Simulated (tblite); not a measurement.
# N2O3S: the cost of one run

Programs: tblite 0.8.0 and PySCF 2.14.0. All values are calculated, for the isolated system unless a continuum is named. Atoms count from 0, parts from 1.

## Step 1: The system as given

6 atoms, charge 0, multiplicity 1; geometry: rigid parts in contact. Parts: 1 = atoms 0–3, `O=S(=O)=O`, charge 0; 2 = atoms 4–5, `N#N`, charge 0.

## Step 2: Bringing the parts together with GFN2-xTB

What the job is given:

```
{"job": {"kind": "dock", "xc": "GFN2-xTB", "basis": "xTB"}, "charge": 0, "multiplicity": 1, "parts": [{"atoms": "0-3", "charge": 0, "multiplicity": 1}, {"atoms": "4-5", "charge": 0, "multiplicity": 1}]}
O     -0.709866    -1.227287     0.014599
S      0.000060     0.000032     0.000033
O     -0.708077     1.228440     0.000766
O      1.417883    -0.001185    -0.015398
N     -0.399504    -0.630222     2.696786
N     -0.799665     0.318777     3.078045
```

Level: GFN2-xTB search for minima from random contacts, gas phase.

Started as:

```bash
$ OMP_NUM_THREADS=1 python cluster_run.py task.json out
```

This one command runs all jobs of the session in turn.

Q: Estimate the wall time of this first job on 1 thread of Intel Xeon Platinum 8488C, shared host.

About 7.5 s.
